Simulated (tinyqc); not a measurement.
Inside a calculation. Method: ROHF in the sto-6g basis, for BH2, spin multiplicity 2. One step of it, computed by the program tinyqc.

Task: Iteration 2: building the Fock matrix. J_ij = sum D_kl (ij|kl) with D = D(alpha) + D(beta), K_ij = sum D_kl (ik|jl) for each spin; F = H + J - K(s); E = tr D H + tr D J / 2 - 0.5 sum_s tr D(s) K(s) + E_nn.

D(alpha) after iteration 1, lower triangle:
```
            1B 1s      1B 2s    1B 2px     1B 2py    1B 2pz      2H 1s     3H 1s
1B 1s    1.061054
1B 2s   -0.225573   0.887551
1B 2px   0.000000   0.000000  0.000000
1B 2py   0.000054  -0.000391  0.000000   0.165731
1B 2pz   0.088700  -0.419059  0.000000   0.000315  0.505763
2H 1s   -0.025008  -0.019628  0.000000   0.211181  0.270800   0.491588
3H 1s   -0.024859  -0.019697  0.000000  -0.211102  0.271000  -0.046054  0.492284
```

D(beta) after iteration 1, lower triangle:
```
            1B 1s      1B 2s    1B 2px     1B 2py    1B 2pz      2H 1s     3H 1s
1B 1s    1.039541
1B 2s   -0.128271   0.447463
1B 2px   0.000000   0.000000  0.000000
1B 2py  -0.000006  -0.000117  0.000000   0.165731
1B 2pz  -0.015029   0.050102  0.000000   0.000024  0.005610
2H 1s   -0.076235   0.212064  0.000000   0.211037  0.023802   0.369609
3H 1s   -0.076142   0.212252  0.000000  -0.211246  0.023729  -0.168168  0.370035
```

core Hamiltonian H = T + V (hartree), lower triangle:
```
             1B 1s      1B 2s     1B 2px     1B 2py     1B 2pz      2H 1s      3H 1s
1B 1s   -13.256042
1B 2s    -3.293045  -4.168705
1B 2px    0.000000   0.000000  -3.349810
1B 2py   -0.000049  -0.000322   0.000000  -3.510309
1B 2pz   -0.015106  -0.131645   0.000000  -0.000144  -3.393920
2H 1s    -0.671650  -1.582134   0.000000  -1.313443  -0.710688  -2.712390
3H 1s    -0.668248  -1.577149   0.000000   1.310333  -0.708961  -0.284041  -2.709111
```

Two-electron integrals (ij|kl) in chemists' order, unique and non-zero (hartree):
```
(11|11) 2.924993    (21|11) 0.480756    (21|21) 0.099484    (22|11) 0.743449
(22|21) 0.188967    (22|22) 0.544922    (31|31) 0.021096    (32|31) 0.030854
(32|32) 0.120443    (33|11) 0.743450    (33|21) 0.188967    (33|22) 0.544922
(33|33) 0.587109    (41|41) 0.021096    (42|41) 0.030854    (42|42) 0.120443
(43|43) 0.031641    (44|11) 0.743450    (44|21) 0.188967    (44|22) 0.544922
(44|33) 0.523827    (44|44) 0.587109    (51|51) 0.021096    (52|51) 0.030854
(52|52) 0.120443    (53|53) 0.031641    (54|54) 0.031641    (55|11) 0.743450
(55|21) 0.188967    (55|22) 0.544922    (55|33) 0.523827    (55|44) 0.523827
(55|55) 0.587109    (61|11) 0.100710    (61|21) 0.020187    (61|22) 0.038016
(61|33) 0.037809    (61|41) 0.001405    (61|42) 0.002679    (61|44) 0.038296
(61|51) 0.000737    (61|52) 0.001404    (61|54) 0.000256    (61|55) 0.037943
(61|61) 0.004250    (62|11) 0.240981    (62|21) 0.062294    (62|22) 0.197608
(62|33) 0.192001    (62|41) 0.006457    (62|42) 0.038019    (62|44) 0.205195
(62|51) 0.003385    (62|52) 0.019932    (62|54) 0.006917    (62|55) 0.195627
(62|61) 0.013424    (62|62) 0.099461    (63|31) 0.006524    (63|32) 0.029646
(63|43) 0.007111    (63|53) 0.003728    (63|63) 0.010887    (64|11) 0.201682
(64|21) 0.052873    (64|22) 0.176582    (64|33) 0.167309    (64|41) 0.011196
(64|42) 0.060493    (64|44) 0.192196    (64|51) 0.002450    (64|52) 0.016172
(64|54) 0.009319    (64|55) 0.170240    (64|61) 0.011977    (64|62) 0.103961
(64|64) 0.117292    (65|11) 0.105735    (65|21) 0.027719    (65|22) 0.092576
(65|33) 0.087714    (65|41) 0.002450    (65|42) 0.016172    (65|44) 0.093305
(65|51) 0.007808    (65|52) 0.038124    (65|54) 0.010042    (65|55) 0.096707
(65|61) 0.006279    (65|62) 0.054503    (65|64) 0.055784    (65|65) 0.040132
(66|11) 0.402044    (66|21) 0.106121    (66|22) 0.379869    (66|33) 0.357520
(66|41) 0.013261    (66|42) 0.103223    (66|44) 0.410112    (66|51) 0.006952
(66|52) 0.054116    (66|54) 0.027572    (66|55) 0.371975    (66|61) 0.023416
(66|62) 0.245445    (66|64) 0.278782    (66|65) 0.146155    (66|66) 0.774999
(71|11) 0.100194    (71|21) 0.020084    (71|22) 0.037824    (71|33) 0.037618
(71|41) -0.001398   (71|42) -0.002666   (71|44) 0.038103    (71|51) 0.000733
(71|52) 0.001397    (71|54) -0.000254   (71|55) 0.037751    (71|61) 0.004022
(71|62) 0.012050    (71|64) 0.009728    (71|65) 0.005649    (71|66) 0.020377
(71|71) 0.004207    (72|11) 0.240155    (72|21) 0.062084    (72|22) 0.196988
(72|33) 0.191394    (72|41) -0.006435   (72|42) -0.037916   (72|44) 0.204557
(72|51) 0.003373    (72|52) 0.019877    (72|54) -0.006900   (72|55) 0.195012
(72|61) 0.012070    (72|62) 0.064085    (72|64) 0.049998    (72|65) 0.034297
(72|66) 0.119851    (72|71) 0.013312    (72|72) 0.098912    (73|31) 0.006496
(73|32) 0.029533    (73|43) -0.007089   (73|53) 0.003716    (73|63) 0.006288
(73|73) 0.010814    (74|11) -0.201139   (74|21) -0.052732   (74|22) -0.176151
(74|33) -0.166903   (74|41) 0.011155    (74|42) 0.060313    (74|44) -0.191723
(74|51) -0.002442   (74|52) -0.016136   (74|54) 0.009295    (74|55) -0.169828
(74|61) -0.009753   (74|62) -0.050048   (74|64) -0.034146   (74|65) -0.026320
(74|66) -0.089517   (74|71) -0.011884   (74|72) -0.103454   (74|74) 0.116768
(75|11) 0.105442    (75|21) 0.027643    (75|22) 0.092342    (75|33) 0.087494
(75|41) -0.002442   (75|42) -0.016136   (75|44) 0.093073    (75|51) 0.007776
(75|52) 0.037992    (75|54) -0.010013   (75|55) 0.096459    (75|61) 0.005662
(75|62) 0.034311    (75|64) 0.026308    (75|65) 0.024241    (75|66) 0.066926
(75|71) 0.006230    (75|72) 0.054233    (75|74) -0.055543   (75|75) 0.039931
(76|11) 0.039948    (76|21) 0.010310    (76|22) 0.033006    (76|33) 0.032098
(76|41) -6.48e-07   (76|42) -0.000005   (76|44) 0.033289    (76|51) 0.000954
(76|52) 0.005629    (76|54) -1.39e-06   (76|55) 0.033631    (76|61) 0.002130
(76|62) 0.013942    (76|64) 0.012790    (76|65) 0.008317    (76|66) 0.030928
(76|71) 0.002119    (76|72) 0.013908    (76|74) -0.012771   (76|75) 0.008300
(76|76) 0.002482    (77|11) 0.401392    (77|21) 0.105953    (77|22) 0.379388
(77|33) 0.357078    (77|41) -0.013224   (77|42) -0.103052   (77|44) 0.409581
(77|51) 0.006932    (77|52) 0.054022    (77|54) -0.027523   (77|55) 0.371506
(77|61) 0.020449    (77|62) 0.120090    (77|64) 0.089614    (77|65) 0.067026
(77|66) 0.228822    (77|71) 0.023260    (77|72) 0.244679    (77|74) -0.278070
(77|75) 0.145770    (77|76) 0.030928    (77|77) 0.774999
```

nuclear repulsion = 4.28690599 hartree

Give: Coulomb J; exchange K(alpha); exchange K(beta); F(alpha); F(beta); total energy of this density.

Result:

Coulomb J (hartree), lower triangle:
```
         1B 1s   1B 2s  1B 2px   1B 2py  1B 2pz   2H 1s   3H 1s
1B 1s   8.7076
1B 2s   1.6909  3.7983
1B 2px  0.0000  0.0000  3.7169
1B 2py  0.0000  0.0001  0.0000   3.8864
1B 2pz  0.0075  0.0933  0.0000   0.0001  3.7917
2H 1s   0.3496  1.4289  0.0000   1.3041  0.6986  2.9836
3H 1s   0.3478  1.4246  0.0000  -1.3011  0.6969  0.2384  2.9813
```

exchange K(alpha) (hartree), lower triangle:
```
         1B 1s    1B 2s  1B 2px   1B 2py  1B 2pz   2H 1s   3H 1s
1B 1s   2.9833
1B 2s   0.5099   0.7084
1B 2px  0.0000   0.0000  0.1538
1B 2py  0.0000   0.0001  0.0000   0.5133
1B 2pz  0.0008  -0.0788  0.0000   0.0004  0.5641
2H 1s   0.1116   0.3388  0.0000   0.3184  0.1824  0.6458
3H 1s   0.1110   0.3379  0.0000  -0.3179  0.1821  0.0563  0.6454
```

exchange K(beta) (hartree), lower triangle:
```
         1B 1s   1B 2s  1B 2px   1B 2py  1B 2pz   2H 1s   3H 1s
1B 1s   2.9549
1B 2s   0.4941  0.5537
1B 2px  0.0000  0.0000  0.1087
1B 2py  0.0000  0.0002  0.0000   0.4743
1B 2pz  0.0017  0.1225  0.0000   0.0001  0.1455
2H 1s   0.1061  0.3335  0.0000   0.3065  0.1198  0.5731
3H 1s   0.1056  0.3327  0.0000  -0.3061  0.1195  0.0360  0.5727
```

F(alpha) (hartree), lower triangle:
```
          1B 1s    1B 2s  1B 2px   1B 2py   1B 2pz    2H 1s    3H 1s
1B 1s   -7.5317
1B 2s   -2.1121  -1.0788
1B 2px   0.0000   0.0000  0.2133
1B 2py   0.0000  -0.0004  0.0000  -0.1372
1B 2pz  -0.0083   0.0405  0.0000  -0.0005  -0.1663
2H 1s   -0.4336  -0.4920  0.0000  -0.3277  -0.1945  -0.3746
3H 1s   -0.4314  -0.4905  0.0000   0.3272  -0.1942  -0.1020  -0.3732
```

F(beta) (hartree), lower triangle:
```
          1B 1s    1B 2s  1B 2px   1B 2py   1B 2pz    2H 1s    3H 1s
1B 1s   -7.5034
1B 2s   -2.0963  -0.9240
1B 2px   0.0000   0.0000  0.2583
1B 2py   0.0000  -0.0005  0.0000  -0.0982
1B 2pz  -0.0093  -0.1608  0.0000  -0.0002   0.2523
2H 1s   -0.4281  -0.4867  0.0000  -0.3158  -0.1319  -0.3019
3H 1s   -0.4260  -0.4853  0.0000   0.3153  -0.1316  -0.0817  -0.3004
```

total energy of this density = -25.612117 hartree
